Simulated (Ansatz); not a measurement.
## Worked example: correlation energy of GaH₃, triplet

Geometry: a point of a stretch scan, not a stationary point.

```yaml
atoms:
  - { symbol: Ga, position_ang: [0.0005, 0.0274, -0.0435] }
  - { symbol: H, position_ang: [0.0005, -1.4779, -0.5393] }
  - { symbol: H, position_ang: [0.3720, -0.1997, 1.6948] }
  - { symbol: H, position_ang: [-0.4049, -0.2204, 1.8534] }
```

Basis aug-cc-pVDZ; Ansatz 0.2.0. Only valence electrons are correlated (noble-gas cores and the filled d shells of p-block atoms frozen), which leaves 6 electrons in 49 orbitals. R marks a restricted (for open shells ROHF) determinant. No spin–orbit coupling is included, and no scalar relativity.

Full CI is exact within this basis and frozen core; it isn't the basis-set limit.

Runs differ by some tens of microhartree through their thresholds and, for an open shell, their frozen cores, so steps under 0.03 kcal/mol mean nothing.

```tsv
level	total energy (hartree)
RHF	-1924.836403
RMP2	-1924.908283
RCCSD	-1924.930710
RCCSD(T)	-1924.932542
RCCSDT	-1924.933154
RCCSDT(Q)	-1924.933193
RCCSDTQ	-1924.933201
full CI	-1924.933157
```

**Question.** What is the correlation energy at full CI, and what share of it do RMP2 and RCCSD(T) recover?

**Answer.** E(corr) = -1924.933157 − (-1924.836403) = -0.096754 hartree = -2.633 eV. RMP2: -0.071880 / -0.096754 = 74.29 %. RCCSD(T): -0.096139 / -0.096754 = 99.36 %.

**Question.** By how many kcal/mol does RCCSD(T) miss full CI (1 hartree = 627.509 kcal/mol), and which steps make up the rest?

**Answer.** -1924.932542 − (-1924.933157) = 0.000615 hartree = 0.39 kcal/mol. Steps: RCCSDT − RCCSD(T) = -0.38, RCCSDT(Q) − RCCSDT = -0.02, RCCSDTQ − RCCSDT(Q) = -0.01, full CI − RCCSDTQ = 0.03 kcal/mol. That is within 1 kcal/mol of the reference in this basis, which itself misses far more of the correlation at the basis-set limit.
